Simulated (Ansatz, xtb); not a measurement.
# C4H8OS: which of two isomers lies lower

Structure I is `COC1(S)CC1`, a singlet and structure II is `CO[C@@H]1C[C@H]1S`, a singlet. Both are isolated molecules in the gas phase, relaxed with PBE-D3(BJ)/def2-SVP; the shapes shown needn't be the lowest conformers.

I (Å):

```yaml
atoms:
  - { symbol: C, position_ang: [-1.2646, -0.8109, 0.4139] }
  - { symbol: C, position_ang: [1.0505, -1.2328, 0.5421] }
  - { symbol: C, position_ang: [1.5736, -0.5524, 1.7916] }
  - { symbol: C, position_ang: [2.3621, -0.5042, 0.4939] }
  - { symbol: O, position_ang: [0.0189, -0.6248, -0.1615] }
  - { symbol: S, position_ang: [1.0428, -3.0569, 0.5946] }
  - { symbol: H, position_ang: [-1.9910, -0.2916, -0.2395] }
  - { symbol: H, position_ang: [-1.5239, -1.8919, 0.4731] }
  - { symbol: H, position_ang: [-1.3237, -0.3801, 1.4406] }
  - { symbol: H, position_ang: [1.2909, -3.2285, -0.7364] }
  - { symbol: H, position_ang: [1.9541, -1.1703, 2.6193] }
  - { symbol: H, position_ang: [1.0441, 0.3640, 2.0960] }
  - { symbol: H, position_ang: [3.2819, -1.1022, 0.4172] }
  - { symbol: H, position_ang: [2.3568, 0.4428, -0.0679] }
```

II (Å):

```yaml
atoms:
  - { symbol: C, position_ang: [-1.6346, 0.7763, -0.8328] }
  - { symbol: C, position_ang: [-0.8805, -0.6281, 0.8702] }
  - { symbol: C, position_ang: [0.1965, -0.8670, 1.8790] }
  - { symbol: C, position_ang: [0.3931, -1.3477, 0.4494] }
  - { symbol: O, position_ang: [-1.0715, 0.6864, 0.4608] }
  - { symbol: S, position_ang: [0.4179, -3.1254, 0.1709] }
  - { symbol: H, position_ang: [-1.7630, 1.8507, -1.0668] }
  - { symbol: H, position_ang: [-0.9769, 0.3156, -1.6080] }
  - { symbol: H, position_ang: [-2.6317, 0.2772, -0.8891] }
  - { symbol: H, position_ang: [-1.7972, -1.2511, 0.9264] }
  - { symbol: H, position_ang: [0.7865, 0.0093, 2.1876] }
  - { symbol: H, position_ang: [0.0155, -1.6178, 2.6631] }
  - { symbol: H, position_ang: [1.0970, -0.7515, -0.1564] }
  - { symbol: H, position_ang: [-0.2093, -3.1133, -1.0414] }
```

Quicker runs give these differences E(II) − E(I): GFN2-xTB +4.3 kcal/mol; HF/STO-3G +1.4 kcal/mol (at GFN2-xTB geometries); r2SCAN-D4/def2-SVP +3.3 kcal/mol (at GFN2-xTB geometries).

Question: Estimate E(II) − E(I) at the level CCSD(T)/def2-SVP + ΔMP2/def2-TZVPP.

Answer: Calculated at CCSD(T)/def2-SVP + ΔMP2/def2-TZVPP: E(II) − E(I) = +2.3 kcal/mol, so structure I lies lower.

Level by level:

```tsv
level	geometry	E(II) − E(I) (kcal/mol)	departure from the last row (kcal/mol)	job, with rough time for the two
GFN2-xTB	GFN2-xTB	+4.3	+1.9	optimisation, 0.63 s
HF/STO-3G	GFN2-xTB	+1.4	−1.0	single point, 1.3 s
r2SCAN-D4/def2-SVP	GFN2-xTB	+3.3	+1.0	single point, 9.6 s
PBE-D3(BJ)/def2-SVP	PBE-D3(BJ)/def2-SVP	+3.4	+1.1	optimisation, 53 s
HF/def2-SVP	PBE-D3(BJ)/def2-SVP	+0.9	−1.5	part of the CCSD(T) run
MP2/def2-SVP	PBE-D3(BJ)/def2-SVP	+3.5	+1.1	part of the CCSD(T) run
CCSD(T)/def2-SVP	PBE-D3(BJ)/def2-SVP	+3.1	+0.7	single point
CCSD(T)/def2-SVP + ΔMP2/def2-TZVPP	PBE-D3(BJ)/def2-SVP	+2.3		single point, 2.2 min
```

As drawn, both hold the same kinds of bond in the same numbers.

The levels shown agree on the order. The largest departure from CCSD(T)/def2-SVP + ΔMP2/def2-TZVPP is that of GFN2-xTB, 1.9 kcal/mol. The last row adds to CCSD(T) the change of the MP2 difference between the two basis sets, here −0.7 kcal/mol.

With thermal terms from frequencies at re-optimised GFN2-xTB minima (ideal gas, soft modes damped towards free rotors, one conformer each, 298.15 K, 1 atm): the zero-point term adds −0.1 kcal/mol; ΔH is +2.3 and ΔG +1.8 kcal/mol.

The correlated steps freeze 10 core orbitals. Mirror images aren't counted in ΔG. Run with Ansatz 0.2.0, xtb 6.7.1; the last row on 2 threads of Intel(R) Xeon(R) Processor @ 2.50GHz (Skylake/Cascade Lake) on a shared host.
